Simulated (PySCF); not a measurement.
# Basis and Hamiltonian dependence of the electron affinity of S

S⁻ [Ne] 3s2 3p5 (2P) → S [Ne] 3s2 3p4 (3P). Calculated with PySCF 2.14 from differences of total energies of unrestricted determinants, without spin-orbit coupling. Values in eV.

```tsv
basis	Hamiltonian	functions	UHF	LDA	PBE0	MP2 (valence)	CCSD(T) (valence)	CCSD(T) (valence and next inner shell)
aug-cc-pVDZ-DK	spin-free X2C	27	0.907	2.383	2.075	1.784	1.773	n/a
aug-cc-pV(D+d)Z	non-relativistic	32	0.919	2.393	2.087	1.798	1.778	n/a
aug-cc-pwCVDZ	non-relativistic	36	0.915	2.406	2.093	1.797	1.778	1.778
x2c-TZVPPall with one added diffuse shell each of s, p, d type	spin-free X2C	51	0.874	2.381	2.052	1.876	1.883	1.883
aug-cc-pV(T+d)Z	non-relativistic	55	0.889	2.397	2.068	1.936	1.948	n/a
aug-cc-pCVTZ-DK	spin-free X2C	75	0.873	2.385	2.054	1.924	1.937	1.937
aug-cc-pwCVTZ	non-relativistic	75	0.887	2.395	2.066	1.937	1.949	1.950
def2-QZVPPD	non-relativistic	79	0.881	2.394	2.065	1.979	1.997	1.996
dyall-av3z	spin-free X2C	84	0.870	2.384	2.054	1.920	1.935	n/a
dyall-av3z	non-relativistic	84	0.884	2.394	2.066	1.931	1.946	n/a
dyall-acv3z	spin-free X2C	113	0.869	2.383	2.053	1.924	1.937	n/a
aug-cc-pV(Q+d)Z with one added diffuse shell each of s, p, d, f, g type	non-relativistic	114	0.885	2.397	2.067	2.022	n/a	n/a
aug-cc-pV(5+d)Z	non-relativistic	136	0.883	2.394	2.066	2.053	n/a	n/a
```

Estimate the row for aug-cc-pwCVQZ (non-relativistic, 134 functions).

From the rows with the same Hamiltonian and similar size; the calculation gives UHF 0.88; LDA 2.39; PBE0 2.06; MP2 (valence) 2.02 (eV).

Extrapolation of MP2 (valence) from aug-cc-pwCVTZ and aug-cc-pwCVQZ: the correlation parts are 1.050 and 1.137 eV; with the X⁻³ form and unrounded values, (4³ × 1.137 − 3³ × 1.050)/(4³ − 3³) = 1.200 eV, and adding the Hartree-Fock value 0.883 eV of the larger basis gives 2.083 eV.

Frozen in the all-electron rows: valence: [Ne]; valence and next inner shell: 1s2.

In most of these bases the highest occupied level of the anion is positive at LDA, PBE0, so the basis helps to hold the electron.

Between the lowest levels the reference is 2.077 eV (measured; photodetachment measurements, as compiled on the Wikipedia data page of electron affinities); it includes spin-orbit coupling, which these numbers lack.
